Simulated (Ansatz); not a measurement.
```yaml
crystal:
  periodic: [false, false, false]
  atoms:
    - {symbol: Ge, position_ang: [0.000000, 0.000000, 0.000000]}
    - {symbol: B, position_ang: [0.000000, 0.000000, 1.897200]}
basis:
  gaussian: {orbitals: def2-TZVP}
total_charge: 1
hamiltonian: {xc: pbe0}
relax: {f_tol: 0.004, max_steps: 80}
```

```sh
$ ansatz run in.yaml --threads 1 --pin off --events-out ev --progress --plain --max-ram 2176MiB
```

Steps of the relaxation (energy above the last step; positions in Å, forces in eV/Å):

```
2
step 1, 456.5 meV
Ge    0.000    0.000    0.000    0.000    0.000   -2.063
B     0.000    0.000    1.897    0.000    0.000    2.063
```

```
2
step 2, 360.4 meV
Ge    0.000    0.000   -0.034    0.000    0.000   -0.837
B     0.000    0.000    1.931    0.000    0.000    0.837
```

```
2
step 3, 332.2 meV
Ge    0.000    0.000   -0.060    0.000    0.000   -0.451
B     0.000    0.000    1.958    0.000    0.000    0.451
```

```
2
step 6, 7.9 meV
Ge    0.000    0.000   -0.367    0.000    0.000    0.232
B     0.000    0.000    2.264    0.000    0.000   -0.232
```

```
2
step 8, 0.2 meV
Ge    0.000    0.000   -0.338    0.000    0.000    0.035
B     0.000    0.000    2.236    0.000    0.000   -0.035
```

```
2
step 9, 0.0 meV
Ge    0.000    0.000   -0.333    0.000    0.000   -0.004
B     0.000    0.000    2.231    0.000    0.000    0.004
```

Close pairs at the end: Ge1–B2 2.564 Å.

A stationary point of restricted PBE0 after 9 steps (its stability towards spin polarisation wasn't tested). 20 s on 1 thread of Arm Neoverse V1, shared host.
